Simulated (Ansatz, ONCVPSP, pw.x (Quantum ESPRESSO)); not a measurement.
# Ti (Z = 22): does the ONCV potential hold in the solid?

ONCVPSP 4.0.1.1 (patched build) input, shortened (lines: element, Z, core and valence counts, functional; n l f; lmax; l rc ep ncon nbas qcut; lloc lpopt rc5 dvloc0; l nproj debl; icmod fcfact rcfact), LDA (Perdew-Wang 92), scalar-relativistic:

```
  Ti 22.00    4    3  -001012      upf
    1    0    2.00
    2    0    2.00
    2    1    6.00
    3    0    2.00
    3    1    6.00
    3    2    2.00
    4    0    2.00
    2
    0    3.05    0.00    4    8    2.10
    1    1.50    0.00    4    8    8.30
    2    2.50    0.00    3    7    7.20
    4    5    1.40   -1.50
    0    3    1.70
    1    1    1.00
    2    2    3.60
    3    4.00    1.45
```

Atomic tests: cutoffs needed: 21 Ha and 25 Ha (the cutoffs (Ha) at which the residual kinetic energy of the hardest occupied pseudo-wave falls to 1 and 0.1 mHa per electron); ghost test: no bound ghost flagged; GHOST(+) flagged for s at 40.8 eV; largest excitation error: +238 meV (all-electron minus pseudo) for 3p6 3d1 4s0, out of 4 test configurations.

Crystal test: bcc Ti in pw.x 7.5, no spin, 15³ k-points, Fermi–Dirac smearing 0.01 Ry, cutoffs 60/240 Ry. The reference is all-electron LAPW (Ansatz 0.2.0) with the same functional, mesh and smearing; V0 and B0 come from Birch–Murnaghan fits to the pressures at five volumes. Errors are pseudo minus all-electron; Δ is the rms difference of the E(V) curves that follow from these fits, minima aligned, over ±6 % about the mean V0. Mesh and smearing are coarse, so the numbers serve the comparison and aren't converged zero-temperature values; the lattice is a test structure that the element need not adopt.

```csv
V (Å³/atom),P all-electron (GPa),P pseudo (GPa)
15.124,6.96,6.26
15.522,3.47,2.89
15.920,0.34,-0.15
16.318,-2.48,-2.89
16.716,-5.00,-5.37
```

All-electron: a0 = 3.173 Å (V0 = 15.97 Å³/atom), B0 = 117.6 GPa.

Pseudopotential: mean pressure error (GPa): -0.51; a0 (Å): 3.168; a0 error (%): -0.14; B0 error (%): -1.4; Δ (meV/atom): 1.7. The largest radius (3.05 bohr) exceeds half the bond length (2.59 bohr), so the spheres overlap, which is one possible source of error among others. The generator flags a localised state at positive energy (s at 41 eV).

Q: At the middle volume, how do free energy and pressure move when the wave cutoff is lowered (ecutrho kept at four times it)?

A:

| cutoff (Ry) | shift of F (meV/atom) | shift of P (GPa) |
| --- | --- | --- |
| 27 | +4223.2 | -163.06 |
| 36 | +582.2 | -31.89 |
| 48 | +31.7 | -2.61 |

Input at the middle volume:

```
&control
  calculation='scf', prefix='x', pseudo_dir='./', outdir='./tmp', tstress=.true., disk_io='none'
/
&system
  ibrav=0, nat=1, ntyp=1, ecutwfc=60, ecutrho=240, nbnd=12,
  occupations='smearing', smearing='fd', degauss=0.01
/
&electrons
  conv_thr=1e-09, mixing_beta=0.4, electron_maxstep=70
/
ATOMIC_SPECIES
Ti 1.0 Ti.UPF
CELL_PARAMETERS angstrom
  -1.58475096 1.58475096 1.58475096
  1.58475096 -1.58475096 1.58475096
  1.58475096 1.58475096 -1.58475096
ATOMIC_POSITIONS crystal
Ti 0.0000 0.0000 0.0000
K_POINTS automatic
15 15 15 0 0 0
```

```bash
pw.x < Ti.scf.in > Ti.scf.out
```

Lines of the output:

```
Message from routine setup:
     using ibrav=0 with symmetry is DISCOURAGED, use correct ibrav instead
     lattice parameter (alat)  =       5.1871  a.u.
     unit-cell volume          =     107.4335 (a.u.)^3
     number of electrons       =        10.00
     number of Kohn-Sham states=           12
     kinetic-energy cutoff     =      60.0000  Ry
     charge density cutoff     =     240.0000  Ry
     scf convergence threshold =      1.0E-09
     Exchange-correlation= SLA  PW   NOGX NOGC
     number of k points=   120  Fermi-Dirac smearing, width (Ry)=  0.0100
     iteration #  1     ecut=    60.00 Ry     beta= 0.40
     total energy              =     -78.71787945 Ry
     estimated scf accuracy    <       0.01912619 Ry
     iteration #  2     ecut=    60.00 Ry     beta= 0.40
     total energy              =     -78.71962679 Ry
     estimated scf accuracy    <       0.00104424 Ry
     iteration #  3     ecut=    60.00 Ry     beta= 0.40
     total energy              =     -78.71980869 Ry
     estimated scf accuracy    <       0.00006143 Ry
     iteration #  4     ecut=    60.00 Ry     beta= 0.40
     total energy              =     -78.71981447 Ry
     estimated scf accuracy    <       0.00001477 Ry
     iteration #  5     ecut=    60.00 Ry     beta= 0.40
     total energy              =     -78.71981534 Ry
     estimated scf accuracy    <       0.00000112 Ry
     iteration #  6     ecut=    60.00 Ry     beta= 0.40
     total energy              =     -78.71981560 Ry
     estimated scf accuracy    <          9.0E-09 Ry
     iteration #  7     ecut=    60.00 Ry     beta= 0.40
     the Fermi energy is    13.1547 ev
!    total energy              =     -78.71981561 Ry
     estimated scf accuracy    <          1.9E-10 Ry
     smearing contrib. (-TS)   =      -0.00924651 Ry
     The total energy is F=E-TS. E is the sum of the following terms:
     one-electron contribution =     -15.17722804 Ry
     hartree contribution      =      12.50918929 Ry
     xc contribution           =     -15.28221356 Ry
     ewald contribution        =     -60.76031678 Ry
     convergence has been achieved in   7 iterations
          total   stress  (Ry/bohr**3)                   (kbar)     P=       -1.46
     Message from routine punch:
     Nothing written, as per user request (disk_io='none')
```

The run at the middle volume (120 k-points, 7 iterations) took about 8.8 s on one core of a shared host (Neoverse-V2, 96 threads, 742 GiB, load 47).
